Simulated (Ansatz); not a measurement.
A nudged elastic band was laid between two geometries of BFH$_{4}$O (7 atoms, charge 0, multiplicity 1).

All numbers below come from RKS CAM-B3LYP-D4/6-31G* (Ansatz 0.2.0).

```
movable images  : 5
climbing image  : yes
spring          : 5.0 eV/Å²
optimiser       : quadratic models (default)
start path      : straight line
force threshold : 0.03 eV/Å
iteration limit : 60
end points      : relaxed
```

Initial state:

```xyz
7
Properties=species:S:1:pos:R:3
B -0.010 0.005 0.058
F -0.389 0.467 1.293
H 1.143 0.184 -0.236
H -0.856 0.038 -0.797
O 0.029 -1.726 0.355
H -0.869 -1.974 0.635
H 0.595 -1.847 1.137
```

Final state:

```xyz
7
Properties=species:S:1:pos:R:3
B 0.046 -0.515 -0.487
F 0.103 0.151 2.177
H 1.129 -0.032 -0.589
H -0.929 -0.081 -1.028
O -0.038 -1.657 0.257
H -0.938 -2.012 0.285
H 0.268 -0.708 1.829
```

Task: Which bonds break or form, and what moves?

Result: Bonds broken: B1–F2, O5–H7. Bonds formed: F2–H7. BFH4O becomes BH3O + FH.

Task: What energy profile does the band end with?

Result: It converged. The highest image is number 4 of 0 to 6, 0.85 eV above the first end and 0.35 eV above the last; the last end lies 0.51 eV above the first. Another band between the same ends (5 images) ends at a top of the same energy, where a vibrational analysis finds 1 clearly imaginary mode. The orbitals stay closed-shell, which can raise the energy where a bond breaks towards radicals; this wasn't checked here.

```tsv
image	path coordinate (Å)	energy (eV)	B1–F2 (Å)	O5–H7 (Å)	F2–H7 (Å)
0	0.00	0.00	1.37	0.97	2.52
1	0.44	0.01	1.37	0.97	2.32
2	0.88	0.02	1.38	0.97	2.12
3	1.32	0.26	1.45	1.01	1.57
4	1.76	0.85	1.66	1.32	1.10
5	2.34	0.56	2.24	1.81	0.95
6	2.92	0.51	2.75	1.86	0.94
```

Task: What is the geometry of the highest image?

Result: 
```xyz
7
Properties=species:S:1:pos:R:3
B 0.092 -0.301 -0.087
F 0.093 0.124 1.520
H 1.160 0.004 -0.513
H -0.921 0.110 -0.570
O 0.026 -1.724 0.383
H -0.857 -2.097 0.242
H 0.048 -0.970 1.469
```

Run time: 77 s on 1 thread of Arm Neoverse V2 (shared host), peak memory 0.1 GiB.
